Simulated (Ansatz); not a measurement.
**PH⁻, doublet: reading a ladder of total energies**

Geometry: that of the PH⁻, quartet, kept fixed.

```xyz
2

P     0.0000    0.0000    0.0000
H     0.0000    0.0000    1.5586
```

Basis aug-cc-pVDZ; Ansatz 0.2.0. Only valence electrons are correlated (noble-gas cores frozen), which leaves 7 electrons in 31 orbitals. R marks a restricted (for open shells ROHF) determinant, U an unrestricted one.

Full CI isn't at hand for all of this; UCCSDT(Q) serves as the reference, and is uncertain by the last step of the cluster series or more.

UCCSD has a T1 diagnostic of 0.016 and a largest doubles amplitude of 0.08.

Runs differ by some tens of microhartree through their thresholds and, for an open shell, their frozen cores, so steps under 0.03 kcal/mol mean nothing.

| level | total energy (hartree) |
| --- | --- |
| UHF | -341.277275 |
| UMP2 | -341.395963 |
| UCCSD | -341.419214 |
| UCCSD(T) | -341.424233 |
| UCCSDT | -341.425159 |
| UCCSDT(Q) | -341.425480 |

Q: What is the correlation energy at UCCSDT(Q), and what share of it do UMP2 and UCCSD(T) recover?

A: E(corr) = -341.425480 − (-341.277275) = -0.148205 hartree = -4.033 eV. UMP2: -0.118688 / -0.148205 = 80.08 %. UCCSD(T): -0.146958 / -0.148205 = 99.16 %.

Q: By how many kcal/mol does UCCSD(T) miss UCCSDT(Q) (1 hartree = 627.509 kcal/mol), and which steps make up the rest?

A: -341.424233 − (-341.425480) = 0.001247 hartree = 0.78 kcal/mol. Steps: UCCSDT − UCCSD(T) = -0.58, UCCSDT(Q) − UCCSDT = -0.20 kcal/mol. That is within 1 kcal/mol of the reference in this basis, which itself misses far more of the correlation at the basis-set limit.
